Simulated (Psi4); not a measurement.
**CCSD(T)/pcseg-1 (sweep point 6) run of SiH4 (silane)**

Aim: the vertical ionisation energy of SiH4 (silane) at CCSD(T)/pcseg-1 (sweep point 6), from 2 runs. 

The calculation is run with Psi4 1.11.

**1. The molecule**

The species is SiH4 (5 atoms), meant as a singlet with charge 0. SMILES: `[SiH4]`. Geometry: relaxed at PBE0-D4/def2-TZVP.

Bond lengths: Si1–H2 1.485 Å, Si1–H3 1.485 Å, Si1–H4 1.485 Å, Si1–H5 1.485 Å. Angles: H2–Si1–H3 109.5°, H2–Si1–H4 109.5°, H2–Si1–H5 109.5°, H3–Si1–H4 109.5°, H3–Si1–H5 109.5°, H4–Si1–H5 109.5°.

**2. A single-point energy at CCSD(T)/pcseg-1 (sweep point 6)**

input.in

```
memory 1.6 GB

molecule molecule1 {
  0 1
  Si     0.00000000     0.00000000    -0.00018897
  H      1.82849900    -1.30088746     1.68355700
  H     -2.51522547     0.08484870     1.23966034
  H     -0.19861022    -1.39896425    -2.42376273
  H      0.88533669     2.61500301    -0.49926564
  units bohr
  symmetry c1
}

set globals {
  basis           pcseg-1
  reference       rhf
  puream          true
  scf_type        pk
  num_frozen_docc 5
}

e, wfn = energy("ccsd(t)", return_wfn=True)
```

Launch:

```
$ psi4 input.in input.out -n 1
```

input.out:

```text
[...]
  Running in c1 symmetry.
[...]
  Nuclear repulsion =   21.270588284971325
[...]
  Multiplicity = 1
[...]
  Nalpha       = 9
  Nbeta        = 9
[...]
    Number of basis functions: 38
[...]
   @RHF iter   1:  -291.19953235035013   -4.80666e-01   3.12341e-03 DIIS/ADIIS
[...]
   @RHF iter   7:  -291.22332629403002   -5.94014e-11   9.02211e-09 DIIS
[...]
    Orbital Energies [Eh]
    ---------------------
    Doubly Occupied:
       1A    -68.750634     2A     -6.120289     3A     -4.235473
       4A     -4.235472     5A     -4.235472     6A     -0.728998
       7A     -0.485549     8A     -0.485525     9A     -0.485507
[...]
  @RHF Final Energy:  -291.22332629403002
   => Energetics <=
    Nuclear Repulsion Energy =             21.2705882849713248
    One-Electron Energy =                -445.4619892124183025
    Two-Electron Energy =                 132.9680746334169612
    Total Energy =                       -291.2233262940300165
[...]
 Multipole Moments:
 ------------------------------------------------------------------------------------
     Multipole            Electronic (a.u.)      Nuclear  (a.u.)        Total (a.u.)
 ------------------------------------------------------------------------------------
 L = 1.  Multiply by 2.5417464519 to convert [e a0] to [Debye]
 Dipole X            :         -0.0000019            0.0000000           -0.0000019
 Dipole Y            :         -0.0000111            0.0000000           -0.0000111
 Dipole Z            :         -0.0006835            0.0004094           -0.0002742
 Magnitude           :                                                    0.0002744
[...]
      * MP2 total energy                      = -291.329961724369241
[...]
      * CCSD total energy                     = -291.357233492025728
[...]
      * CCSD(T) total energy                  = -291.359340311897199
[...]
```

Run time: 4.5 s. Hardware: 1 thread of Intel Xeon Platinum 8175M at 2.50GHz (Skylake/Cascade Lake), shared host; peak memory 0.2 GiB.

**3. The doublet cation**

h4si.dat

```
memory 1.6 GB

molecule molecule1 {
  1 2
  Si     0.00000000     0.00000000    -0.00018897
  H      1.82849900    -1.30088746     1.68355700
  H     -2.51522547     0.08484870     1.23966034
  H     -0.19861022    -1.39896425    -2.42376273
  H      0.88533669     2.61500301    -0.49926564
  units bohr
  symmetry c1
}

set {
  reference       uhf
  puream          true
  scf_type        pk
  num_frozen_docc 5
  maxiter         150
}

result = energy('ccsd(t)/pcseg-1')
print_variables()
```

Launch:

```
$ psi4 -i h4si.dat -o h4si.out -n 1
```

h4si.out:

```text
[...]
  Running in c1 symmetry.
[...]
  Nuclear repulsion =   21.270588284971325
[...]
  Multiplicity = 2
[...]
  Nalpha       = 9
  Nbeta        = 8
[...]
    Number of basis functions: 38
[...]
   @UHF iter   1:  -290.71931210569289   -4.45989e-04   5.26278e-03 DIIS/ADIIS
[...]
   @UHF iter  19:  -290.77887161670236   -9.09495e-13   3.95749e-09 DIIS
[...]
   @S^2 Observed:                8.024750318E-01
[...]
    Orbital Energies [Eh]
    ---------------------
    Alpha Occupied:
       1A    -69.056433     2A     -6.427768     3A     -4.549645
       4A     -4.539935     5A     -4.538930     6A     -1.067109
       7A     -0.895852     8A     -0.789901     9A     -0.734914
    Alpha Virtual:
      10A     -0.097031    11A     -0.095209    12A     -0.085488
      13A     -0.041284    14A      0.049988    15A      0.081176
      16A      0.086141    17A      0.169689    18A      0.351675
      19A      0.362002    20A      0.406310    21A      0.450623
      22A      0.451240    23A      0.475571    24A      0.855623
      25A      0.906684    26A      0.958375    27A      1.679202
[...]
  @UHF Final Energy:  -290.77887161670236
   => Energetics <=
    Nuclear Repulsion Energy =             21.2705882849713248
    One-Electron Energy =                -439.9785917405631608
    Two-Electron Energy =                 127.9291318388894751
    Total Energy =                       -290.7788716167023608
  UHF NO Occupations:
  HONO-2 :    7  A 1.9997630
  HONO-1 :    8  A 1.9737340
[...]
 Multipole Moments:
 ------------------------------------------------------------------------------------
     Multipole            Electronic (a.u.)      Nuclear  (a.u.)        Total (a.u.)
 ------------------------------------------------------------------------------------
 L = 1.  Multiply by 2.5417464519 to convert [e a0] to [Debye]
 Dipole X            :         -0.1452735            0.0000000           -0.1452735
 Dipole Y            :         -0.2569806            0.0000000           -0.2569806
 Dipole Z            :          0.6173230            0.0004094            0.6177323
 Magnitude           :                                                    0.6846435
[...]
      * MP2 total energy                      = -290.866529127971035
[...]
      * CCSD total energy                     = -290.895434912936878
[...]
      * CCSD(T) total energy                     = -290.897681324679297
[...]
```

It took 7.2 s on 1 thread of Intel Xeon Platinum 8175M at 2.50GHz (Skylake/Cascade Lake), shared host; peak memory 0.2 GiB.

**4. What came out**

Level: CCSD(T)/pcseg-1 (sweep point 6), 5 core orbitals frozen.

```
                                                                  quantity          value
                                                singlet SiH4: total energy  -291.35934 Eh
                         singlet SiH4: HOMO energy (Hartree–Fock orbitals)      -13.21 eV
                         singlet SiH4: LUMO energy (Hartree–Fock orbitals)        3.71 eV
                       singlet SiH4: HOMO–LUMO gap (Hartree–Fock orbitals)       16.92 eV
                 singlet SiH4: correlation energy (5 core orbitals frozen)     -136.0 mEh
                                              singlet SiH4: (T) correction      -2.11 mEh
                                               singlet SiH4: T1 diagnostic          0.009
                                              doublet cation: total energy  -290.89768 Eh
doublet cation: HOMO energy (Hartree–Fock orbitals) (highest over α and β)      -19.45 eV
 doublet cation: LUMO energy (Hartree–Fock orbitals) (lowest over α and β)      -11.05 eV
               doublet cation: correlation energy (5 core orbitals frozen)     -118.8 mEh
                                            doublet cation: (T) correction      -2.25 mEh
                         doublet cation: ⟨S²⟩ of the reference determinant          0.802
                                             doublet cation: T1 diagnostic          0.029
                        vertical ionisation energy (to the doublet cation)      12.562 eV
```

What this shows: Removing an electron at fixed nuclei costs 12.56 eV (290 kcal/mol). The triples (singlet SiH4) make up 1.5 % of the correlation energy. The triples (doublet cation) make up 1.9 % of the correlation energy.
